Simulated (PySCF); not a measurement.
# C5H7F: the cost of one run

Computed with PySCF 2.14.0, with density-fitted response routines of our own, on a single molecule in the gas phase. Atoms count from 0, in the outputs and in this text.

**1. The starting structure**

13 atoms, charge 0, multiplicity 1; geometry from: GFN2-xTB. The atoms were then displaced at random by about 0.01 Å, so the start is not that level's minimum.

Bonds of the start (Å): F0–C1 1.31, C1–C2 1.30, C2–C3 1.52, C3–C4 1.58, C4–C5 1.54, C5–C1 1.49, C2–H6 1.09, C3–H7 1.08, C3–H8 1.09, C4–H9 1.07, C4–H10 1.11, C5–H11 1.08, C5–H12 1.11.

**2. Relaxing the molecule at PBE0-D3(BJ)/def2-SVP**

The job: settings as JSON, then the geometry in Å.

```
{"job": {"xc": "PBE0", "basis": "def2-SVP", "d3": "d3bj", "grid": 1, "shake": 0.01, "kind": "geom"}, "charge": 0, "multiplicity": 1}
F     -1.405400     2.189030    -0.242030
C     -0.624840     1.141410    -0.126230
C      0.656840     1.171970     0.116020
C      1.262390    -0.216790     0.157840
C     -0.026400    -1.126720     0.151390
C     -1.189560    -0.222750    -0.306060
H      1.295420     2.046110     0.263680
H      1.867160    -0.393650    -0.724320
H      1.849770    -0.380410     1.060530
H      0.099580    -1.992850    -0.468980
H     -0.225460    -1.478150     1.182980
H     -1.431480    -0.392490    -1.348040
H     -2.122200    -0.361610     0.272880
```

Started as:

```
$ OMP_NUM_THREADS=1 python probes_run.py task.json out
```

One launch serves the whole session: the jobs run in the order shown.

Q: Estimate the wall time and peak memory of this first job on 1 thread of Arm Neoverse N1, shared host.

About 34 s, with a peak of 0.5 GiB.
